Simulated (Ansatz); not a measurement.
# BH3O2: the cost of one run

Computed with the Python package of Ansatz 0.2.0. Level of theory: SC-NEVPT2/cc-pVDZ.

## 1. Starting point

Bond lengths: O1–B2 1.427 Å, B2–O3 1.437 Å, O1–H4 1.017 Å, B2–H5 1.196 Å, O3–H6 1.000 Å. Angles: O1–B2–O3 118.6°, O1–B2–H5 120.3°, O3–B2–H5 121.0°, B2–O1–H4 99.6°, B2–O3–H6 106.4°.

The script holds or builds the structure itself.

## 2. The script

File cas_bh3o2.py:

```python
# -*- coding: utf-8 -*-
'''Active-space calculation on BH3O2.'''

import logging
import sys

import ansatz

logging.basicConfig(stream=sys.stdout, format='%(levelname)s %(message)s')
logger = logging.getLogger('bh3o2')
logger.setLevel(logging.INFO)


def main():
    mol = (
        ansatz.Crystal.molecule()
        .atom('O', (-1.0025, -0.7405, -0.5367))
        .atom('B', (0.2835, -0.1621, -0.3177))
        .atom('O', (0.8388, -0.2034, 1.0066))
        .atom('H', (-1.5833, 0.0843, -0.4054))
        .atom('H', (0.9052, 0.2919, -1.2326))
        .atom('H', (0.6004, 0.6657, 1.4396))
    )

    calc = mol.calculation().basis(gaussian='cc-pVDZ').correlation(active_electrons=4, active_orbitals=5)
    for method in ['sc_nevpt2']:
        r = (calc if method is None else calc.correlation(method)).run(threads=1, backend='cpu').report
        space = r['configurations']
        state = space['states'][0]
        print(method or 'casscf', f'total {r["free_energy_ev"] / 27.211386246:.6f} Ha, active-space state {state["energy"]["hartree"]:.6f} Ha, mean field {r["reference_energy_ev"] / 27.211386246:.6f} Ha')
        print('  determinants', state['n_determinants'], ' natural occupations', [round(n, 3) for n in space['natural_occupations']])


if __name__ == '__main__':
    main()
```

## 3. What the engine is handed

The engine receives this input:

```yaml
crystal:
  periodic: [false, false, false]
  atoms:
    - { symbol: O, position_ang: [-1.0025, -0.7405, -0.5367] }
    - { symbol: B, position_ang: [0.2835, -0.1621, -0.3177] }
    - { symbol: O, position_ang: [0.8388, -0.2034, 1.0066] }
    - { symbol: H, position_ang: [-1.5833, 0.0843, -0.4054] }
    - { symbol: H, position_ang: [0.9052, 0.2919, -1.2326] }
    - { symbol: H, position_ang: [0.6004, 0.6657, 1.4396] }
basis:
  gaussian:
    orbitals: cc-pVDZ
correlation:
  method: sc_nevpt2
  active_space:
    window:
      electrons: 4
      orbitals: 5
```

## 4. Running it

Started as:

```bash
python cas_bh3o2.py
```

**Question.** How long does this script take on 1 thread of Arm Neoverse V1, shared host, and how much memory does it need?

About 5.7 s, with a peak of 0.15 GiB.
